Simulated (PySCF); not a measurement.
Which level of theory gave which numbers?

Species: BH7N2.
Structure used (PBE0-D3(BJ)/def2-SVP), in Å, numbered top down from 1:
```
atom  x, y, z in Å
N1    -1.3325   -0.3956   -0.0129
B2    -0.1809    0.5042   -0.3027
N3     1.1705   -0.2730    0.3396
H4    -1.8023   -0.7806   -0.8240
H5    -2.0381   -0.0177    0.6085
H6     0.1231    0.6170   -1.4915
H7    -0.1761    1.5786    0.3007
H8     1.2694   -1.1903   -0.0967
H9     1.0254   -0.4288    1.3377
H10    2.0347    0.2534    0.2070
```

The closed-shell ground state was solved 7 times with PySCF (density fitting, gas phase), always in the pcSseg-2 basis (206 functions), with these functionals: B3LYP, B97-2, BHandHLYP, BLYP, CAM-B3LYP, mPW1PW91 and wB97X-D.

```tsv
row	total energy (Eh)	HOMO (eV)	LUMO (eV)	dipole (D)
P	-138.5990	-4.79	-0.82	3.59
Q	-138.6110	-5.96	0.02	3.74
R	-138.6278	-6.25	-0.02	3.75
S	-138.6201	-8.14	1.76	3.81
T	-138.6752	-6.03	-0.36	3.69
U	-138.5934	-7.68	0.66	3.75
V	-138.5752	-7.57	0.50	3.77
```

Question: Which functional belongs to which row?

Answer: P = BLYP, Q = B97-2, R = mPW1PW91, S = wB97X-D, T = B3LYP, U = CAM-B3LYP, V = BHandHLYP. By rising HOMO–LUMO gap: BLYP (GGA) 3.97 eV; B3LYP (global hybrid, 20 % exact exchange) 5.67 eV; B97-2 (global hybrid, 21 % exact exchange) 5.98 eV; mPW1PW91 (global hybrid, 25 % exact exchange) 6.23 eV; BHandHLYP (global hybrid, 50 % exact exchange) 8.07 eV; CAM-B3LYP (range-separated hybrid) 8.34 eV; wB97X-D (range-separated hybrid) 9.90 eV. Total energies of different functionals aren't bounds to one another; each is stationary for its own functional.

One conformer stands for the species.

The pairwise dispersion term of wB97X-D wasn't added to the energies; at a given geometry it leaves orbitals and properties as they are.
